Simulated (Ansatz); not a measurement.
Ansatz (a program for electronic structure) input (CCSD(T)/cc-pV(T+d)Z):
A basis named .json is the Basis Set Exchange file of that set.

Ansatz 0.2 input:
```yaml
crystal:
  periodic: [false, false, false]
  atoms:
    - {symbol: C, position_ang: [-0.00358972, 0.00080934, 0.26295365]}
    - {symbol: Cl, position_ang: [-0.00984441, 1.69003269, -0.03627790]}
    - {symbol: Cl, position_ang: [1.46912032, -0.83620564, -0.00831232]}
    - {symbol: Cl, position_ang: [-1.45800895, -0.85411270, -0.04821695]}
basis:
  gaussian:
    orbitals: cc-pV_T+d_Z.json
magnetization: {spin_polarized: true, initial_magnetization: 1}
correlation: {method: ccsd_t, electrons: outside_noble_gas}
```

End of the output:

```
second order -19.12908665 eV of doubles, -0.00000000 eV of singles
coupled cluster: 1.40 GiB planned
cycle   1  -19.84442503 eV  change   -7.2e-1 eV  update   1.0e-1
cycle   2  -20.33501261 eV  change   -4.9e-1 eV  update   3.1e-2
cycle   3  -20.45557441 eV  change   -1.2e-1 eV  update   1.8e-2
cycle   4  -20.45262582 eV  change    2.9e-3 eV  update   6.8e-3
cycle   5  -20.45128567 eV  change    1.3e-3 eV  update   3.0e-3
cycle   6  -20.45143853 eV  change   -1.5e-4 eV  update   8.6e-4
cycle   7  -20.45161331 eV  change   -1.7e-4 eV  update   2.6e-4
cycle   8  -20.45167779 eV  change   -6.4e-5 eV  update   1.1e-4
cycle   9  -20.45166289 eV  change    1.5e-5 eV  update   5.6e-5
cycle  10  -20.45162675 eV  change    3.6e-5 eV  update   3.0e-5
cycle  11  -20.45164002 eV  change   -1.3e-5 eV  update   1.8e-5
perturbative correction -0.97333468 eV, -0.0357693898 hartree
Total energy: -38563.12279409 eV, -1417.1686236593 hartree
```

It need not be the lowest isomer of its formula.
